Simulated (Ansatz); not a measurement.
# C2NP: the cost of one run

Program: Ansatz 0.2.0, driven from Python. Level of theory: r2SCAN/6-31G*. These are calculated values, not measurements.

### Step 1. Starting point

Bond lengths: N1–C2 1.157 Å, C2–C3 1.412 Å, C3–P4 1.542 Å. Angles: N1–C2–C3 180.0°, C2–C3–P4 180.0°.

No structure file is read: the coordinates are typed or built in the script.

### Step 2. The code

Contents of c2np.py:

```python
"""Geometry optimisation of C2NP."""

from dataclasses import dataclass
import itertools

import ansatz as az
from ase.data import atomic_numbers, covalent_radii
import numpy as np


@dataclass
class Settings:
    basis: str = "6-31G*"
    functional: str = "r2scan"


cfg = Settings()

mol = (
    az.Crystal.molecule()
    .atom("N", [-1.9592, -0.0198, -0.0171])
    .atom("C", [-0.8022, -0.0081, -0.007])
    .atom("C", [0.6096, 0.0062, 0.0053])
    .atom("P", [2.1519, 0.0218, 0.0187])
)

setup = (
    mol.calculation()
    .basis(gaussian=cfg.basis)
    .functional(cfg.functional)
)
symbols = [site.symbol for site in mol.cartesian_sites]
start = np.array([site.position_ang for site in mol.cartesian_sites], dtype=float)
rep = setup.relax(force_tolerance=0.005, max_steps=100).run(threads=1).report
end = np.array(rep["positions_ang"])

print("reference energy %16.6f eV" % rep["reference_energy_ev"])
print("total energy     %16.6f eV" % rep["free_energy_ev"])
print("occupied orbitals outside the frozen core (up, down):", rep["n_occupied"], " frozen:", rep["n_frozen"], " virtual:", rep["n_virtual"])

# pairs closer than 1.2 times the sum of covalent radii, before or after
radius = [covalent_radii[atomic_numbers[s]] for s in symbols]
span = lambda where, i, j: np.linalg.norm(where[i] - where[j])
bonded = [(i, j) for i, j in itertools.combinations(range(len(symbols)), 2) if min(span(start, i, j), span(end, i, j)) < 1.2 * (radius[i] + radius[j])]
print("pair        before    after (A)")
for i, j in bonded:
    print(f"{symbols[i]}{i}-{symbols[j]}{j}".ljust(10), f"{span(start, i, j):8.4f} {span(end, i, j):8.4f}")
with open("c2np_opt.xyz", "w") as handle:
    handle.write(f"{len(symbols)}\nrelaxed C2NP\n")
    handle.writelines(f"{s:2s} {x:11.6f} {y:11.6f} {z:11.6f}\n" for s, (x, y, z) in zip(symbols, end))
```

### Step 3. The calls as engine input

The package turns the script's settings into the engine's input:

```yaml
crystal:
  periodic: [false, false, false]
  atoms:
    - { symbol: "N", position_ang: [-1.9592, -0.0198, -0.0171] }
    - { symbol: C, position_ang: [-0.8022, -0.0081, -0.007] }
    - { symbol: C, position_ang: [0.6096, 0.0062, 0.0053] }
    - { symbol: P, position_ang: [2.1519, 0.0218, 0.0187] }
basis:
  gaussian:
    orbitals: "6-31G*"
hamiltonian:
  xc: r2scan
relax:
  f_tol: 0.005
  max_steps: 100
```

### Step 4. Running it

On the command line:

```
$ python c2np.py
```

What time and memory should one allow on 1 thread of Intel Xeon Platinum 8488C (Sapphire Rapids), shared host?

About 9.3 s, with a peak of 0.19 GiB.
